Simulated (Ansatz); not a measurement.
Basis-set extrapolation for `C=CCCCC` (PBE0-D4/def2-TZVP geometry, frozen core, the Gaussian-basis code of Ansatz). Multiplicity 1, RHF reference.

```tsv
	def2-TZVPP	def2-QZVPP
HF	-234.262880	-234.273827
MP2 correlation	-1.032623	-1.096702
CCSD(T) correlation	-1.141632	not run
```

Energies in hartree. Use E(X) = E(∞) + A·exp(−7.88·√X) for Hartree–Fock and E(X) = E(∞) + B·X^(−2.97) for correlation, with X = 3 and 4, and add CCSD(T) minus MP2 of the smaller set to the MP2 limit.

Problem. What is the CCSD(T) energy at the basis-set limit?

Solution. HF limit: -234.273827 + (-0.010947) × 0.13774 = -234.27533. MP2 limit: -1.096702 + (-0.064079) × 0.74074 = -1.14417. Higher-order term: -1.141632 − (-1.032623) = -0.10901. Total: -235.52851 hartree, 325.6 kJ/mol below CCSD(T)/def2-TZVPP.
